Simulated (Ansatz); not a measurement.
Li2H2. Charge 0, multiplicity 5. Geometry PBE-D4/def2-TZVP; atoms count from 1.

```xyz
4

Li   -0.115   -1.709   -1.120
Li    1.502    0.386    1.336
H     0.742    1.848   -2.066
H    -2.130   -0.524    1.850
```

In the quintet geometry the species has come apart into loosely held pieces. At PBE0-D4/def2-TZVP a singlet of charge 0 lies 6.40 eV below the quintet, each at its own geometry. The structure comes from a short search, and lower isomers may exist.

Question: Estimate the Mulliken populations from the PBE0/def2-TZVP orbitals of Ansatz.

Answer: 
```csv
atom,charge (e),spin (α − β)
Li1,-0.01,1.01
Li2,-0.01,1.01
H3,0.01,0.99
H4,0.01,0.99
```
Mulliken values and Mayer orders depend strongly on the basis.

Question: Where does the spin sit?

Answer: Summed by element: Li 2.03, H 1.97, of 4 unpaired in all. Largest on single atoms: Li1 1.01, Li2 1.01, H3 0.99.
